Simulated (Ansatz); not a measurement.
**C₂H₃NS: small, medium and large basis sets**

The task here is to estimate one member of a computed series from the others.

Program: Ansatz 0.2.0, Gaussian basis. Level of theory: one geometry, several basis sets. These are calculated values, not measurements.

Levels to be run: PBE0-D4/def2-SVP; ωB97M-V/def2-SVP; PBE0-D4/def2-QZVPP; ωB97M-V/def2-QZVPP; the functionals' def2-TZVPP values are taken from earlier runs.

## The geometry

The geometry comes from an earlier relaxation with PBE0-D4 in a triple-zeta def2 set; it is a stationary point, not always the lowest conformer.

SMILES `SC1=NC1`, 7 atoms, charge 0, spin multiplicity 1.

Atoms are counted from 1 here; the program's logs count them from 0.

Bond lengths: S1–C2 1.710 Å, S1–H5 1.342 Å, C2–N3 1.253 Å, C2–C4 1.440 Å, N3–C4 1.523 Å, C4–H6 1.087 Å, C4–H7 1.087 Å. Angles: C2–S1–H5 95.2°, S1–C2–N3 139.8°, S1–C2–C4 151.7°, N3–C2–C4 68.5°, C2–N3–C4 61.6°, C2–C4–N3 49.9°, C2–C4–H6 120.2°, C2–C4–H7 120.2°, N3–C4–H6 116.8°, N3–C4–H7 116.8°, H6–C4–H7 116.1°.

Set-up of the first run:

Contents of in.yaml:

```yaml
crystal:
  periodic: [false, false, false]
  atoms:
    - {symbol: S, position_ang: [-1.585666, -0.740513, -1.080093]}
    - {symbol: C, position_ang: [-0.218021, -0.523201, -0.076939]}
    - {symbol: N, position_ang: [0.553198, -1.193338, 0.647814]}
    - {symbol: C, position_ang: [0.791823, 0.305848, 0.529479]}
    - {symbol: H, position_ang: [-1.691812, 0.553154, -1.421101]}
    - {symbol: H, position_ang: [0.552283, 0.910288, 1.400779]}
    - {symbol: H, position_ang: [1.659397, 0.619760, -0.045541]}
basis:
  gaussian: {orbitals: def2-SVP}
hamiltonian: {xc: pbe0, dispersion: d4}
output: {orbitals: {seedname: orbitals}}
```

Launch:

```
$ ansatz run in.yaml --threads 2 --pin off --events-out ev --progress --plain --max-ram 4352MiB
```

Among the steps run: PBE0-D4 in def2-SVP; ωB97M-V in def2-SVP; PBE0-D4 in def2-QZVPP; ωB97M-V in def2-QZVPP.

One of the session's tables, all rows but one given; the rest of the session is left out.

It belongs to the step «Density functionals: the series». 

| functional | basis | HOMO (eV) | LUMO (eV) |
| --- | --- | --- | --- |
| PBE0-D4 | def2-SVP | ? | ? |
| PBE0-D4 | def2-TZVPP | -7.55 | -0.30 |
| PBE0-D4 | def2-QZVPP | -7.58 | -0.39 |
| ωB97M-V | def2-SVP | -9.56 | 2.35 |
| ωB97M-V | def2-TZVPP | -9.69 | 1.79 |
| ωB97M-V | def2-QZVPP | -9.73 | 1.41 |

**Question.** Estimate the row for PBE0-D4, def2-SVP.

As computed: HOMO (eV): -7.46; LUMO (eV): -0.02. In the column «HOMO (eV)» it is the highest.
